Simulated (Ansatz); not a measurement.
Mg₂S⁺, relaxed as a quartet with UKS PBE0-D4/def2-TZVP in Ansatz, starting from the PBE0-D4/def2-TZVP geometry of the charge +1 doublet. Force threshold 0.02 eV/Å.

At PBE0-D4/def2-TZVP a doublet of charge 1 lies 1.43 eV below the quartet, each at its own geometry. The structure comes from a short search, and lower isomers may exist.

Start:

Cartesian coordinates in Å:
```
Mg 1.2402 -0.6572 1.4372
Mg -1.7131 0.4923 -0.9265
S 0.4730 0.1648 -0.5108
```

(1) Estimate the energy that the relaxation releases and the steps that it takes.

(2) Does the start keep its bonding and symmetry?

(3) Predict the relaxed structure.

Answers

(1) 11.0 kcal/mol, in 5 steps; 9.5 s on 4 threads of Arm Neoverse V1 on a shared host. No frequencies were taken in this run, so the end may be a saddle point.

(2) By distances, no bond broke or formed. The bond that changes most is Mg2–S3, from 2.25 to 2.51 Å (atoms count from 1). Point group C2v at the start, C2v at the end, both within 0.05 Å.

(3) 
```xyz
3

Mg    1.3980   -0.7356    1.6070
Mg   -1.9172    0.5547   -1.0464
S     0.5191    0.1809   -0.5606
```
Bond lengths (bridged metal pairs left out): 2 × Mg–S 2.51 Å.
